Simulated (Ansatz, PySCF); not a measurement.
System: C2H, charge 0, doublet. C2H (SMILES [C]#C, doublet).
B3LYP-D3(BJ)/def2-TZVP minimum from Ansatz (a program for electronic structure):
```xyz
3

C      0.0000     0.0000    -0.4720
C      0.0000     0.0000     0.7280
H      0.0000     0.0000    -1.5362
```
Charge 0, spin multiplicity 2.

Wanted: enthalpy of formation at 298 K (by atomisation, with ideal-gas terms from PySCF's Hessian at B3LYP-D3(BJ)/def2-TZVP and the atoms' measured values of the G2/97 table; no spin-orbit terms), in kcal/mol. Radicals and triplets start from unrestricted determinants; spin-orbit coupling is neglected. Cores are frozen in correlated methods. Rows without X2C or -DK are non-relativistic. CBS(X,Y): correlation extrapolated as X^-3, Hartree-Fock from the larger set (Q,5: extrapolated as (X+1)exp(-9√X)). A bracket is a step between two methods taken in the basis named. Functionals run without relativity, which enters their misses. 'core' is core correlation in cc-pwCVTZ, 'X2C' scalar relativity in cc-pVTZ-DK, both at CCSD(T). Where a partner has so few electrons that a lower coupled-cluster level is exact, that level stands in. The UHF reference of C2H ([C]#C, doublet) is spin-contaminated (<S^2> up to 0.36 over the pure value in the sets run).

Compared with CCSD(T)/CBS(cc-pVQZ,cc-pV5Z) + [CCSDT(Q) - CCSD(T)]/cc-pVTZ + [CCSDTQ - CCSDT(Q)]/cc-pVDZ + core + X2C (Ansatz): 135.8 kcal/mol.

Costs are rough ratios of core time, to one figure, on one kind of shared machine, summed over the single points of the molecules; atoms, geometries and frequencies are left out. The first row took roughly 1 core seconds; short runs hold start-up time.

| level | program | cost relative to the first row | difference (kcal/mol) |
|---|---|---|---|
| PBE/def2-TZVPD | Ansatz | 1 | -10.9 |
| CCSDT(Q)/aug-cc-pVDZ | Ansatz | 30 | 27.6 |
| CCSD(T)/aug-cc-pVTZ | Ansatz | 40 | 9.9 |
| CCSDTQ/cc-pVDZ | Ansatz | 200 | 27.4 |
| CCSDT(Q)/aug-cc-pVTZ | Ansatz | 600 | 9.0 |

The dearest row costs roughly 600 times the first. Costs within a factor of two don't rank. The table holds for this case alone.
